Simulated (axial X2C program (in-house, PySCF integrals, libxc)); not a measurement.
## P₂⁺: cheaper levels and CCSD(T), 2c

Calculated with an axial X2C code built on PySCF integrals. Two-component (2c) means X2C with spin–orbit coupling and atomic mean-field two-electron Coulomb and Gaunt terms. Basis: P dyall-v3z [8s7p2d1f] (cores contracted in-house); Gaussian nuclei, density fitting, unrestricted open shells. Masses: P 30.974 u.

State: Ω = 3/2 (⟨Sz⟩ = 0.50, ⟨Lz⟩ = 1.00 at HF); fragments P+ + P.

| level | Re (Å) | ωe (cm⁻¹) | De (eV) |
| --- | --- | --- | --- |
| PBE0 | 1.975 | 720.6 | 4.86 |
| HF | 1.933 | 810.4 | 2.20 |
| CCSD | 1.980 | 711.0 | 4.29 |
| B97-3 | 1.978 | 715.2 | 5.13 |

Correlated methods: 9 electrons correlated (number of frozen shells: P 2 s, 1 p), 139 virtual spin orbitals or spinors in MP2, 90 natural virtuals in coupled cluster.

CCSD(T), same Hamiltonian and basis:

Re = 1.998 Å, ωe = 675.8 cm⁻¹, De = 4.60 eV; T1 = 0.017 (Lee–Taylor normalisation).

Question: Give the differences from CCSD(T) in the columns below.

Answer: 

```tsv
level	ΔRe (Å)	Δωe (cm⁻¹)	ΔDe (eV)
PBE0	-0.023	45	0.26
HF	-0.065	135	-2.40
CCSD	-0.018	35	-0.31
B97-3	-0.020	39	0.53
```

The state is a single determinant with fixed occupations, the lowest that a limited PBE0 search found. De is counted from the lowest determinant-based energies of the atoms at the same level, without counterpoise correction. Density functionals use the spin component along the axis (collinear). Coupled cluster ran in a truncated set of natural virtual spinors; the MP2 energy of the rest was added. (T) has no such correction and the atoms are truncated less, which lowers De at CCSD(T) by a hundredth of an eV or more. The 2c atoms are single determinants rather than J levels; their spin–orbit lowering is only partly caught, and De is too large by that part. This holds for PBE0, CCSD, B97-3, CCSD(T). PBE0 can misorder states that lie within some tenths of an eV, so this need not be the ground state of the molecule. The nearest other 2c determinant of the search, Ω = 1/2, lies 0.03 eV up at the distance of the search. The functionals have no current-density term, which raises determinants with orbital currents, atoms included.
